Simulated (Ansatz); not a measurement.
## One elementary step

Start structure (CH10Si2, closed shell), relaxed at PBE0-D4/def2-TZVP:

```xyz
13
angstrom
Si -0.1077 -0.2082 1.0305
H 0.8430 -1.3455 0.9057
H -1.4608 -0.6826 0.6336
H 0.3103 0.8520 0.0717
C -0.1228 0.4574 2.7786
H -0.0340 -1.3066 -2.0359
Si 0.1834 -0.1700 -2.9668
H -0.4284 -0.3172 3.4854
H 0.8698 0.8092 3.0684
H -0.8194 1.2937 2.8692
H 1.5162 0.4323 -2.7137
H 0.1242 -0.6656 -4.3663
H -0.8738 0.8511 -2.7603
```

The step: CH₆Si ([CH3][SiH3]) + SiH₄ → CH₈Si₂ ([CH3][SiH2][SiH3]) + H₂; bonds formed: Si1–Si7, H2–H6; bonds broken: Si1–H2, H6–Si7. Program: Ansatz 0.2.0. Basis: def2-TZVPP and def2-QZVPP. Cores are frozen in the correlated methods. Extrapolation: Hartree–Fock as exp(−7.88 √X), correlation as X^−2.97. Energies below are by CCSD(T) at an estimated basis limit (MP2 extrapolated from triple and quadruple zeta, plus CCSD(T) − MP2 in triple zeta).

Q: What are the electronic barrier and the energy of the step, from the start structure to the end structure? (An estimate is asked for; the value comes from the calculation.)

A: By the calculation: Barrier 74.49 kcal/mol; step energy 5.37 kcal/mol (uphill); reverse barrier, their difference, 69.13 kcal/mol. Barrier and step energy count from the start structure, the reverse barrier from the end structure.

The saddle point: One imaginary mode of 1500i cm⁻¹.
```csv
pair,start (Å),saddle (Å),end (Å)
Si1–Si7,4.01,2.62,2.34
H2–H6,3.07,1.14,0.75
Si1–H2,1.49,1.73,3.75
H6–Si7,1.49,1.88,3.73
```

Zero-point energy (harmonic, PBE0-D4): ZPE is 58.22 kcal/mol at the start and 57.13 kcal/mol at the saddle, so the barrier goes from 74.49 to 73.40 kcal/mol.

T1 diagnostic: at most 0.013.

Labels in which every atom is bracketed show which atoms are joined, not bond orders.

For scale, one of the runs: CCSD(T)/def2-TZVPP, 255 basis functions, launched by `ansatz run in.yaml --threads 4 --pin off --events-out ev --progress --plain --max-ram 9574MiB`. Time: 110 s of wall clock on 4 CPU threads of an Intel Xeon; the host was shared. Peak host memory: 5.3 GiB.
